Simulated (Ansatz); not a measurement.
## H3O2P, SMILES OPO: the interaction energy of a dimer with the counterpoise correction, step by step

With the Python package of Ansatz (0.2.0).

Interactive session:
```pycon
>>> from dataclasses import dataclass
>>> import ansatz as az
>>> @dataclass
... class RunConfig:
...     basis: str = 'def2-SVPD'
...     xc: str = 'HF'
...
>>> settings = RunConfig()
>>> FIRST = [
...     ('O', (-0.5988, -0.7755, -0.391)),
...     ('P', (0.3963, 0.4915, -0.49)),
...     ('O', (1.0846, 0.1469, 0.8962)),
...     ('H', (-1.1175, -0.7549, -1.2249)),
...     ('H', (-0.4449, 1.5343, -0.0581)),
...     ('H', (0.6803, -0.6422, 1.2678)),
... ]
>>> SECOND = [
...     ('O', (-2.2677, 1.1593, -4.1597)),
...     ('P', (-3.2055, -0.1414, -3.9758)),
...     ('O', (-2.1359, -0.8683, -3.0584)),
...     ('H', (-2.8001, 1.7795, -4.7045)),
...     ('H', (-2.9583, -0.829, -5.179)),
...     ('H', (-1.3649, -0.3034, -2.9551)),
... ]
>>> def energy(atoms, ghosts=()):
...     molecule = az.Crystal.molecule()
...     for symbol, xyz in atoms:
...         molecule = molecule.atom(symbol, xyz)
...     calc = (
...         molecule.calculation()
...         .basis(gaussian=settings.basis)
...         .functional(settings.xc)
...         .accuracy('medium')
...     )
...     deck = calc.input()
...     if ghosts:
...         deck = deck.set(az.key.basis.gaussian.ghost_atoms, [{'symbol': s, 'position_ang': list(xyz)} for s, xyz in ghosts])
...     return az.Session.from_dict(deck).plan().execute().report['free_energy_ev']
...
>>> both = energy(FIRST + SECOND)
>>> alone = energy(FIRST) + energy(SECOND)
>>> ghosted = energy(FIRST, SECOND) + energy(SECOND, FIRST)
>>> print(f'dimer {both:.6f} eV')
dimer -26776.260842 eV
>>> print(f'interaction, uncorrected   {(both - alone):8.3f} eV')
interaction, uncorrected      0.032 eV
>>> print(f'interaction, counterpoise  {(both - ghosted):8.3f} eV')
interaction, counterpoise     0.077 eV
>>> print(f'basis-set superposition    {(alone - ghosted):8.3f} eV')
basis-set superposition       0.045 eV
```

Uncorrected it is 0.032 eV, with the counterpoise correction 0.077 eV; the difference, 0.045 eV, is the superposition error. In this basis both values are repulsive.

Notes:
- The settings weren't tested for convergence.
- The dimer is a generated trial pose of unrelaxed monomers, not a minimum, so the figure is no binding energy, and the basis set is small.
- Hartree-Fock leaves correlation out, so bond, atomisation and ionisation energies come out well too low.
- This level lacks the dispersion part of the attraction (electrostatics and induction are there), which can decide the sign where the interaction is weak.
- Wall time of the script: 12 s on 1 thread of Arm Neoverse V1, with other jobs on the host, peak memory 0.46 GiB.
